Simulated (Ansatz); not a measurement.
Geometry optimisation, Ansatz, RKS PBE0-D4/def2-SVP.

input.yaml

```yaml
crystal:
  periodic: [false, false, false]
  atoms:
    - { symbol: B, position_ang: [0.4575, 1.207, -0.1056] }
    - { symbol: C, position_ang: [0.1664, -0.3027, -0.3711] }
    - { symbol: "N", position_ang: [-0.73432, -0.45261, -1.50801] }
    - { symbol: H, position_ang: [1.5746, 1.7119, -0.1737] }
    - { symbol: H, position_ang: [-0.5045, 1.9546, 0.0968] }
    - { symbol: H, position_ang: [1.11135, -0.847, -0.56779] }
    - { symbol: H, position_ang: [-0.31613, -0.69334, 0.57917] }
    - { symbol: H, position_ang: [-1.0585, -1.42987, -1.48752] }
    - { symbol: H, position_ang: [-0.26711, -0.22106, -2.38706] }
basis:
  gaussian: { orbitals: def2-SVP }
hamiltonian:
  xc: pbe0
  dispersion: d4
relax:
  f_tol: 0.015
  max_steps: 40
```

Command:

```bash
$ ansatz run input.yaml --threads 1 --pin off --max-ram 2048MiB --backend cpu --events-out ev --progress --plain --runs-dir out
```

Task: Where does it end, and by what steps?

Result: The run converged. After 33 steps the energy has fallen by 0.339 eV; H5 moved furthest, 1.43 Å.

```csv
step,energy less start (eV),largest force component (eV/Å),accepted
0,0.0000,0.986,yes
2,-0.1480,0.289,yes
4,-0.2548,0.499,yes
6,-0.3104,0.151,yes
8,-0.3025,0.509,no
10,-0.3151,0.053,yes
12,-0.3173,0.107,yes
14,-0.3203,0.161,yes
16,-0.3239,0.139,yes
18,-0.3263,0.049,yes
20,-0.3271,0.057,yes
22,-0.3278,0.082,yes
24,-0.3173,0.313,no
26,-0.3339,0.127,yes
28,-0.3376,0.222,yes
30,-0.3384,0.042,yes
32,-0.3385,0.021,yes
33,-0.3386,0.008,yes
```

```xyz
9
Properties=species:S:1:pos:R:3
B 0.498 1.163 -0.165
C -0.011 -0.247 -0.328
N -0.924 -0.687 -1.283
H 1.165 1.435 0.805
H 0.331 1.961 -1.064
H 1.148 -0.094 -0.719
H 0.130 -0.957 0.499
H -0.787 -1.624 -1.645
H -1.121 -0.023 -2.024
```

Whether the end is a true minimum wasn't checked by a vibrational analysis.

Time of the run: 72 s on 1 thread of Arm Neoverse V1, on a shared host, peak memory 0.14 GiB.
